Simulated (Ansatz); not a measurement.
Born–Oppenheimer molecular dynamics of C2H2OS (6 atoms, charge 0, multiplicity 1). It starts from a relaxed structure.

These are results of RKS B3LYP/def2-SVP in Ansatz 0.2.0, not measurements.

| Property | Result |
| --- | --- |
| ensemble | NVT, Langevin thermostat |
| time step | 2 fs |
| steps asked | 120 |
| set temperature | 300 K |
| friction | 0.02 /fs |
| seed | 589664 |

First frame:

```xyz
6
Properties=species:S:1:pos:R:3
O -0.487 -2.250 -0.146
C -0.053 -1.190 0.048
C 0.434 0.028 0.247
S 0.051 1.279 -0.957
H 1.105 0.211 1.090
H -1.008 1.858 -0.329
```

(1) How far do the bonds stretch over the last three quarters of this one trajectory? (Pairs bonded in most of those frames.)

## Answers

(1) 
```csv
bond,mean (Å),spread (Å),shortest,longest
O1–C2,1.166,0.014,1.14,1.20
C2–C3,1.326,0.016,1.29,1.35
C3–S4,1.798,0.050,1.71,1.90
C3–H5,1.096,0.018,1.06,1.13
S4–H6,1.362,0.026,1.31,1.43
```

Mean temperature of the second half: 346 K. The mean temperature of the second half is 15 % above the set value. A step of 2 fs is long for free X–H stretches (periods near 10 fs) and can bias their spread and the temperature. A run of 0.24 ps of so small a system gives no equilibrium averages.

Run time: 2.3 min on 1 CPU thread of a shared host.
